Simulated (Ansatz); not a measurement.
# AlP (triplet): wave-function methods side by side, 6-31G

Aim: climb from Hartree-Fock through coupled cluster and multireference methods for AlP (triplet) at one geometry and basis, and see what each rung misses.

The runs use Ansatz 0.2.0, Gaussian basis; 6-31G, core rule «outside noble gas», up to 10 orbitals frozen.

Plan: UHF; CCSD(T) on ROHF; CCSD(T) on UHF; BCCD(T) on ROHF; CISD; CCSDT(Q) on ROHF; CCSDT(Q) on UHF; CISDTQ; CCSDTQ on ROHF; CCSDTQ on UHF; CASSCF and MRCISD+Q, 8 electrons in 8 orbitals; CASSCF and NEVPT2, 8 electrons in 8 orbitals; Full CI; Full CI, several states.

17 further runs of the same task are left out: 7 that didn't finish, 10 set aside as unsound or not needed.

**1. The geometry**

The geometry is a PBE0/def2-TZVP stationary point (not a proven minimum).

2 atoms, charge 0, spin multiplicity 3.

Atoms are counted from 1 here; the program's logs count them from 0.

Bond lengths: Al1–P2 2.208 Å.

**2. UHF**

in.yaml reads:

```yaml
crystal:
  periodic: [false, false, false]
  atoms:
    - {symbol: Al, position_ang: [0.000000, 0.000000, 0.000000]}
    - {symbol: P, position_ang: [0.000000, 0.000000, 2.208000]}
basis:
  gaussian: {orbitals: 6-31G}
magnetization: {spin_polarized: true, initial_magnetization: 2}
hamiltonian: {xc: hf}
output: {orbitals: {seedname: orbitals}}
```

Command:

```bash
> ansatz run in.yaml --threads 1 --pin off --events-out ev --progress --plain --max-ram 2393MiB
```

After this run come: CCSD(T) on ROHF; CCSD(T) on UHF; BCCD(T) on ROHF; CISD; CCSDT(Q) on ROHF; CCSDT(Q) on UHF; CISDTQ; CCSDTQ on ROHF; CCSDTQ on UHF; CASSCF and MRCISD+Q, 8 electrons in 8 orbitals; CASSCF and NEVPT2, 8 electrons in 8 orbitals; Full CI; Full CI, several states.

**Question.** What will the summary of the whole plan be? Wanted: FCI below the RHF energy; RMP2 from FCI; UMP2 from FCI; RCCSD from FCI; RCCSD(T) from FCI; UCCSD(T) from FCI; RCCSDT(Q) from FCI; UCCSDT(Q) from FCI; NEVPT2 valence from FCI.

As calculated:

```
                         quantity                                                                                                                          value
         FCI below the RHF energy                                                                                                                     -2.3312 eV
                    RMP2 from FCI                                                                                                                     +672.0 meV
                    UMP2 from FCI                                                                                                                     +737.2 meV
                   RCCSD from FCI                                                                                                                     +136.1 meV
                RCCSD(T) from FCI                                                                                                                      +39.0 meV
                UCCSD(T) from FCI                                                                                                                      +40.4 meV
               RCCSDT(Q) from FCI                                                                                                                       +1.1 meV
               UCCSDT(Q) from FCI                                                                                                                       -2.9 meV
          NEVPT2 valence from FCI                                                                                                                     +233.3 meV
        MRCISD+Q valence from FCI                                                                                                                       +4.8 meV
levels within 1 kcal/mol (43 meV)  RCCSD(T), UCCSD(T), BCCD(T), RCCSDT, UCCSDT, CISDTQ, RCCSDT(Q), UCCSDT(Q), RCCSDTQ, UCCSDTQ, MRCISD valence, MRCISD+Q valence
                    T1 diagnostic                                                                                                                          0.052
   effectively unpaired electrons                                                                                                                           2.11
```

RCCSD(T) lands +39.0 meV from the yardstick (1.7 % of the correlation energy). UCCSDT(Q) falls below full CI: unrestricted runs freeze a spin-polarised core, another one than full CI's, and coupled cluster isn't variational. The occupations are near whole numbers, but T1 = 0.052 shows that the orbitals relax strongly. Of the multireference levels listed MRCISD+Q valence comes nearest in total energy (+4.8 meV), which doesn't show that its space is the better one. Coupled cluster took another determinant than the lowest Hartree-Fock one. The next state among those solved, a triplet, lies 0.38 eV up. These misses are within one basis, not against nature; the frozen cores of restricted and unrestricted runs differ, which can shift their rows.
